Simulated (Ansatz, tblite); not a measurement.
**The cluster SiO2−: rung by rung**

The task here is to estimate one member of a computed series from the others.

The runs use Ansatz 0.2.0, Gaussian basis; as each input shows.

Levels to be run: GFN1-xTB, GFN2-xTB, PBE-D4/def2-TZVPD, r2SCAN-D4/def2-TZVPD, r2SCANh-D4/def2-TZVPD, HF/def2-TZVPD, PBE-QIDH/def2-TZVPD, B3LYP-D4/def2-TZVPD, B2PLYP/def2-TZVPD, PBE-D4/def2-SVPD, PBE0-D4/def2-SVPD, HF/STO-3G, HF/6-31G, B3LYP-D4/6-31G, CCSD(T)/def2-TZVPPD, MP2/def2-TZVPD, RPA/def2-TZVPD.

## The relaxed structure

The geometry is that of the doublet, from an earlier relaxation (PBE0-D4/def2-TZVPD). At that level it is the lowest of the isomers that a small search found.

3 atoms, charge -1, spin multiplicity 2.

Bond lengths: Si1–O2 1.551 Å, Si1–O3 1.551 Å. Angles: O2–Si1–O3 138.6°.

The ion is computed in the gas phase, without counter-ions or solvent.

PBE0-D4/def2-TZVPD was run before; its log isn't repeated, and its numbers join the tables.

The first run:

Tight binding, by tblite at 300 K electronic temperature and without a spin-polarisation term:

```python
tblite.interface.Calculator('GFN1-xTB', numbers, positions, charge=-1, uhf=1).singlepoint()
```

Tight binding, by tblite at 300 K electronic temperature and without a spin-polarisation term:

```python
tblite.interface.Calculator('GFN2-xTB', numbers, positions, charge=-1, uhf=1).singlepoint()
```

start.molden holds the orbitals of an earlier run on this state, given as this run's starting guess.

Input file in.yaml:

```yaml
crystal:
  periodic: [false, false, false]
  atoms:
    - {symbol: Si, position_ang: [-0.252264, -0.263646, -0.026823]}
    - {symbol: O, position_ang: [-0.857729, 1.115163, -0.398812]}
    - {symbol: O, position_ang: [1.109993, -0.851527, 0.425645]}
basis:
  gaussian: {orbitals: def2-TZVPD, initial_orbitals: start.molden}
total_charge: -1
magnetization: {spin_polarized: true, initial_magnetization: 1}
hamiltonian: {xc: pbe, dispersion: d4}
scf: {omitted_lower_state_checks: [starts]}
output: {forces: true, orbitals: {seedname: orbitals}}
```

Started as:

```bash
> ansatz run in.yaml --threads 4 --pin off --events-out ev --progress --plain --max-ram 3916MiB
```

Steps of the session up to this table: PBE-D4/def2-TZVPD; r2SCAN-D4/def2-TZVPD; r2SCANh-D4/def2-TZVPD; HF/def2-TZVPD; PBE-QIDH/def2-TZVPD; B3LYP-D4/def2-TZVPD; B2PLYP/def2-TZVPD; PBE-D4/def2-SVPD; PBE0-D4/def2-SVPD; HF/STO-3G; HF/6-31G; B3LYP-D4/6-31G; CCSD(T)/def2-TZVPPD; MP2/def2-TZVPD; RPA/def2-TZVPD.

One of the session's tables, all rows but one given; the rest of the session is left out.

It belongs to the step «Levels side by side». 

| level | LUMO (eV) | gap (eV) |
| --- | --- | --- |
| HF/STO-3G | 16.47 | 12.37 |
| HF/6-31G | 6.50 | 9.58 |
| HF/def2-TZVPD | 4.84 | 8.59 |
| PBE-D4/def2-SVPD | 1.68 | 1.15 |
| PBE-D4/def2-TZVPD | 1.60 | 1.12 |
| r2SCAN-D4/def2-TZVPD | ? | ? |
| r2SCANh-D4/def2-TZVPD | 2.34 | 2.57 |
| B3LYP-D4/6-31G | 2.88 | 2.46 |
| B3LYP-D4/def2-TZVPD | 2.05 | 2.50 |
| PBE0-D4/def2-SVPD | 2.54 | 3.18 |
| PBE0-D4/def2-TZVPD | 2.47 | 3.13 |

Q: Estimate the row for r2SCAN-D4/def2-TZVPD from the others.

As computed: LUMO (eV): 2.05; gap (eV): 1.83.
